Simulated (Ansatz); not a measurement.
`C=C(O)C(=C)F`, charge 0, multiplicity 1.

Give a relaxed structure at PBE0-D4/def2-TZVP (the Gaussian-basis code of Ansatz). (An estimate is asked.)

Ansatz gave: 
```xyz
11

C    -0.536   -1.510    0.732
C     0.143   -0.441    0.315
O     1.443   -0.185    0.601
C    -0.448    0.605   -0.518
C     0.161    1.691   -0.968
F    -1.735    0.379   -0.817
H    -0.069   -2.269    1.349
H    -1.571   -1.638    0.458
H     1.785   -0.898    1.148
H     1.197    1.860   -0.720
H    -0.370    2.406   -1.581
```
Point group Cs.
This is one stationary point; other conformers may exist.
